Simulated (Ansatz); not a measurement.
Coupled-cluster diagnostics for Si(CCH)H3 (C₂H₄Si), Ansatz.

Geometry of the singlet (PBE0-D4/def2-TZVP):

```xyz
7

Si    0.907    0.220    0.519
C    -0.645   -0.153   -0.362
C    -1.666   -0.404   -0.952
H    -2.570   -0.625   -1.472
H     1.997   -0.621   -0.033
H     0.735   -0.071    1.963
H     1.242    1.654    0.337
```

Correlated methods freeze 7 core orbitals.

Estimate the CCSD(T) correlation energy, the shares of MP2 and (T), T1 and the reference's ⟨S²⟩ for: charge 0, singlet, own geometry in def2-TZVPP; charge 1, doublet, vertical in def2-TZVPP; and the rough time on 4 threads of Intel Xeon 6975P-C on a shared host.


| state | basis | correlation (eV) | MP2 share (%) | (T) share (%) | T1 | ⟨S²⟩ (pure) | wall time |
| --- | --- | --- | --- | --- | --- | --- | --- |
| charge 0, singlet, own geometry | def2-TZVPP | -13.059 | 89.3 | 4.5 | 0.013 | 0.00 (0.00) | 3.1 s |
| charge 1, doublet, vertical | def2-TZVPP | -11.585 | 85.4 | 3.9 | 0.030 | 0.76 (0.75) | 12 s |
Customary marks for T1 are 0.02 (closed shells), 0.045 (open shells) and about 0.05 (3d metals). T1 exceeds 0.02 in 1 of 2 rows and 0.045 in 0; the higher it lies, the less the single-reference result can be trusted.
